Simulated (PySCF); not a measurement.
# CH4S (methanethiol) at 6 levels

Aim: a comparison of 6 runs (B3LYP/cc-pVTZ, BHLYP/cc-pVTZ, SVWN5/cc-pVTZ, TPSS/cc-pVTZ, wB97M-V/cc-pVTZ, wB97X/cc-pVTZ) of CH4S (methanethiol). The job is set up through a Python script.

The results are computed with PySCF 2.14.0.

### Step 1. The system as given

CH4S has 6 atoms, charge 0, and is taken as a singlet. SMILES: `CS`. The coordinates come from a PBE0-D4/def2-TZVP relaxation.

Bond lengths: C1–S2 1.806 Å, C1–H3 1.089 Å, C1–H4 1.090 Å, C1–H5 1.089 Å, S2–H6 1.342 Å. Angles: C1–S2–H6 97.1°, S2–C1–H3 111.5°, S2–C1–H4 106.2°, S2–C1–H5 111.5°, H3–C1–H4 108.6°, H3–C1–H5 110.3°, H4–C1–H5 108.6°.

### Step 2. The energy at B3LYP/cc-pVTZ (run 1)

job.py

```python
from pyscf import gto, dft

system = gto.Mole()
system.atom = '''
C     -0.273500    -0.533867    -0.708855
S      1.067695     0.079274     2.369187
H     -2.236718     0.076269    -0.812601
H     -0.206812    -2.576358    -0.967389
H      0.829665     0.352472    -2.203742
H      0.819650     2.602247     2.323399
'''
system.basis = 'cc-pvtz'
system.verbose = 3
system.unit = 'bohr'
system.max_memory = 1860
system.build()

calc0 = dft.RKS(system)
calc0.xc = 'b3lyp'
calc0.grids.level = 5
calc0.conv_tol = 1e-10
calc0.kernel()
if not calc0.converged:
    calc0 = calc0.newton().run(calc0.mo_coeff, calc0.mo_occ)

energy = calc0.e_tot
print('E = %.10f Eh' % energy)
```

Run with:

```sh
$ OMP_NUM_THREADS=1 python job.py
```

Output:

```text
converged SCF energy = -438.75553563344
E = -438.7555356334 Eh
```

Run time: 18 s. Hardware: 1 thread of Arm Neoverse V1, shared host; peak memory 0.64 GiB.

### Step 3. The energy at BHLYP/cc-pVTZ (run 2)

calc.py

```python
from pyscf import gto, dft

molecule = gto.M(
    atom='''
C       -0.144730      -0.282510      -0.375110
S        0.565000       0.041950       1.253720
H       -1.183620       0.040360      -0.430010
H       -0.109440      -1.363350      -0.511920
H        0.439040       0.186520      -1.166170
H        0.433740       1.377050       1.229490
''',
    max_memory=1860,
    spin=0,
    basis='cc-pvtz',
    verbose=4,
)

mf = dft.RKS(molecule, xc='bhandhlyp')
mf.conv_tol = 1e-10
mf.grids.level = 5
mf.kernel()
if not mf.converged:
    mf = mf.newton().run(mf.mo_coeff, mf.mo_occ)

e_final = mf.e_tot
print('Final energy', e_final)
```

Run with:

```sh
$ OMP_NUM_THREADS=1 python calc.py
```

Output:

```text
PySCF version 2.14.0

[... 72 lines left out ...]
converged SCF energy = -438.702475939897
Final energy -438.70247593989683
```

It took 17 s on 1 thread of Arm Neoverse V1, shared host; peak memory 0.64 GiB.

Runs 3 to 5 aren't shown in full; the table further down has their settings and results.

### Step 4. The energy at wB97X/cc-pVTZ (run 6)

job.py

```python
from pyscf import gto, dft

molecule = gto.M(
    atom='''
C     -0.144730    -0.282510    -0.375110
S      0.565000     0.041950     1.253720
H     -1.183620     0.040360    -0.430010
H     -0.109440    -1.363350    -0.511920
H      0.439040     0.186520    -1.166170
H      0.433740     1.377050     1.229490
''',
    verbose=3,
    max_memory=1860,
    basis='cc-pvtz',
    spin=0,
)

mf = dft.RKS(molecule, xc='wb97x')
mf.conv_tol = 1e-10
mf.grids.level = 5
mf.kernel()
if not mf.converged:
    mf = mf.newton().run(mf.mo_coeff, mf.mo_occ)

etot = mf.e_tot
print(f'total energy: {etot:.8f} hartree')
```

Run with:

```sh
$ OMP_NUM_THREADS=1 python job.py
```

Output:

```text
converged SCF energy = -438.717707946147
total energy: -438.71770795 hartree
```

It took 30 s on 1 thread of Arm Neoverse V1, shared host; peak memory 0.64 GiB.

### Step 5. The series

| run | level | nlc grid | energy (Eh) | dipole moment (D) | HOMO energy (eV) | LUMO energy (eV) | wall time |
| --- | --- | --- | --- | --- | --- | --- | --- |
| 1 | B3LYP/cc-pVTZ | – | -438.755536 | 1.53 | -6.54 | 0.23 | 18 s |
| 2 | BHLYP/cc-pVTZ | – | -438.702476 | 1.57 | -7.91 | 1.30 | 17 s |
| 3 | SVWN5/cc-pVTZ | – | -436.965864 | 1.59 | -5.61 | -0.49 | 12 s |
| 4 | TPSS/cc-pVTZ | – | -438.765715 | 1.56 | -5.63 | -0.16 | 39 s |
| 5 | wB97M-V/cc-pVTZ | 1 | -438.677317 | 1.52 | -9.02 | 2.22 | 72 s |
| 6 | wB97X/cc-pVTZ | – | -438.717708 | 1.60 | -9.21 | 2.65 | 30 s |

### Step 6. Results

| quantity | value |
| --- | --- |
| run 6: total energy | -438.71771 Eh |
| run 6: dipole moment | 1.60 D |
| run 6: HOMO energy | -9.21 eV |
| run 6: LUMO energy | 2.65 eV |
| run 6: HOMO–LUMO gap | 11.86 eV |

What this shows: The dipole moment (its size) runs from 1.52 D (wB97M-V/cc-pVTZ) to 1.60 D (wB97X/cc-pVTZ). The HOMO–LUMO gap runs from 5.11 eV (SVWN5/cc-pVTZ) to 11.86 eV (wB97X/cc-pVTZ). Totals of different functionals can't be ranked against each other. All runs together took 3.2 min, the longest 72 s.
